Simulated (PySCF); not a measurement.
C2H4F2.
Cartesian coordinates in Å at the PBE0-D3(BJ)/def2-TZVP level; atoms count from 1:
```
atom  x, y, z in Å
C1    -0.548   -0.019   -0.563
C2     0.460   -0.022    0.545
F3     1.577   -0.700    0.165
F4     0.846    1.250    0.834
H5    -0.113    0.448   -1.447
H6    -0.837   -1.043   -0.802
H7    -1.432    0.540   -0.257
H8     0.101   -0.475    1.474
```

The closed-shell ground state was solved at several levels (PySCF, density fitting, gas phase, non-relativistic). Isolated species at its PBE0-D3(BJ)/def2-TZVP geometry, gas phase.

```tsv
level	basis functions	HOMO (eV)	LUMO (eV)	gap (eV)	dipole (D)
B97-2/pcJ-2	300	-9.42	0.89	10.31	2.25
wB97X-D/pcSseg-2	200	-11.65	2.43	14.08	2.28
PBE0/pcSseg-2	200	-9.71	0.73	10.44	2.26
wB97X-D/aug-cc-pVTZ	276	-11.64	0.84	12.48	2.25
PBE0/pcJ-2	300	-9.71	0.86	10.57	2.26
CAM-B3LYP/aug-cc-pVTZ	276	-11.26	0.23	11.49	2.32
KT3/pcSseg-2	200	-8.15	-0.17	7.98	2.13
B97-2/pcSseg-2	200	-9.42	0.76	10.18	2.25
PBE0/aug-cc-pVTZ	276	-9.70	-0.06	9.64	2.24
```

Problem. Estimate the row for B3LYP/pcJ-2, a basis of 300 functions; the other rows only guide the guess.

Solution. HOMO -9.50 eV, LUMO 0.51 eV, gap 10.01 eV, dipole 2.28 D.

Problem. Over all these levels, which gives the widest orbital gap and which the narrowest?

Solution. wB97X-D/pcSseg-2 (range-separated hybrid) has the widest, 14.08 eV, and KT3/pcSseg-2 (GGA) the narrowest, 7.98 eV. The two share the basis. From the narrowest to the widest the HOMO moves by -3.50 eV and the LUMO by +2.60 eV.

Problem. How much does the basis alone move the frontier levels among the 3 PBE0 rows?

Solution. The HOMO by 0.01 eV and the LUMO by 0.92 eV. By rising basis size (HOMO, LUMO in eV): pcSseg-2 -9.71, 0.73; aug-cc-pVTZ -9.70, -0.06; pcJ-2 -9.71, 0.86.

Problem. In the pcSseg-2 basis, how does the gap go with the fixed share of exact exchange?

Solution. KT3 (0 %) 7.98 eV; B97-2 (21 %) 10.18 eV; PBE0 (25 %) 10.44 eV. Each rise in the share widens the gap here.

Problem. How far do the dipole and the HOMO energy spread over the levels?

Solution. The dipole runs from 2.13 to 2.32 D (mean 2.25 D) and the HOMO from -11.65 to -8.15 eV.
